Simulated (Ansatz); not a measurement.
Ansatz (an electronic-structure program) input (CCSD(T)/cc-pVQZ):

Ansatz 0.2 input:
```yaml
crystal:
  periodic: [false, false, false]
  atoms:
    - {symbol: N, position_ang: [-0.00000000, -0.00000000, -0.55206952]}
    - {symbol: N, position_ang: [0.00000000, 0.00000000, 0.55206952]}
basis:
  gaussian:
    orbitals: cc-pVQZ
total_charge: 1
magnetization: {spin_polarized: true, initial_magnetization: 1}
correlation: {method: ccsd_t, electrons: outside_noble_gas}
```

Output:

```
Functional definition: HF
integrals: 0.23 GiB planned
675 factors; integrals over basis functions are off by at most 7.0e-4 eV
mean field: 0.21 GiB planned
mean field evaluation 1: about -2949.5652 eV, gradient 1.2e1 eV
mean field evaluation 2: about -2949.5736 eV, gradient 1.2e1 eV
mean field evaluation 4: about -2950.1446 eV, gradient 1.1e0 eV
mean field evaluation 8: about -2950.1525 eV, gradient 4.7e-4 eV
mean field evaluation 16: about -2950.1525 eV, gradient 1.6e-5 eV
mean field evaluation 32: about -2950.6905 eV, gradient 2.9e-1 eV
mean field evaluation 64: about -2950.6086 eV, gradient 2.9e-3 eV
mean field evaluation 96: about -2950.3307 eV, gradient 6.9e0 eV
mean field evaluation 128: about -2950.6085 eV, gradient 7.6e-6 eV
mean field evaluation 160: about -2950.7018 eV, gradient 4.9e-4 eV
mean field evaluation 192: about -2950.6110 eV, gradient 1.2e-1 eV
mean field -2950.70183665 eV, -108.4362924393 hartree, gradient 1.1e-6 eV, S^2 0.817600; 15 other end points of the search recorded, 0 dependent functions left out
determinant -2950.70183665 eV, -108.4362924393 hartree, with singles and doubles -2960.32950967 eV, -108.7901028969 hartree
determinant -2950.67831575 eV, -108.4354280622 hartree, with singles and doubles -2960.72148507 eV, -108.8045077272 hartree
determinant -2950.60845258 eV, -108.4328606381 hartree, with singles and doubles -2959.88756532 eV, -108.7738617417 hartree
determinant -2950.48899104 eV, -108.4284705076 hartree, with singles and doubles -2960.79181518 eV, -108.8070923110 hartree
determinant -2950.15245548 eV, -108.4161030538 hartree, with singles and doubles -2961.02426561 eV, -108.8156347067 hartree
determinant -2950.70183665 eV, -108.4362924393 hartree, with singles and doubles -2960.13823071 eV, -108.7830735249 hartree
determinant -2950.67831575 eV, -108.4354280622 hartree, with singles and doubles -2960.66708223 eV, -108.8025084597 hartree
determinant -2950.60845258 eV, -108.4328606381 hartree, with singles and doubles -2959.71649813 eV, -108.7675751385 hartree
determinant -2950.48899104 eV, -108.4284705076 hartree, with singles and doubles -2960.66648228 eV, -108.8024864121 hartree
determinant -2950.15245548 eV, -108.4161030538 hartree, with singles and doubles -2960.82628912 eV, -108.8083592049 hartree
determinant -2950.70183665 eV, -108.4362924393 hartree, with singles and doubles -2959.70264673 eV, -108.7670661089 hartree
determinant -2950.67831575 eV, -108.4354280622 hartree, with singles and doubles -2960.77580641 eV, -108.8065039996 hartree
determinant -2950.48899104 eV, -108.4284705076 hartree, with singles and doubles -2960.80914759 eV, -108.8077292655 hartree
determinant -2950.15245548 eV, -108.4161030538 hartree, with singles and doubles -2960.82603822 eV, -108.8083499845 hartree
mean field evaluation 224: about -2950.1433 eV, gradient 6.7e-2 eV
2 core orbitals not correlated
reference -2950.15245548 eV, -108.4161030538 hartree; 5, 4 occupied and 103, 104 virtual orbitals, 675 factors
second order -11.12789758 eV of doubles, -0.00000000 eV of singles
coupled cluster: 0.60 GiB planned
cycle   1  -10.67360513 eV  change   -2.2e-5 eV  update   2.9e-6
cycle   2  -10.67360047 eV  change    4.7e-6 eV  update   1.7e-6
perturbative correction -0.67895557 eV, -0.0249511569 hartree
Total energy: -2961.50501153 eV, -108.8333017934 hartree
```
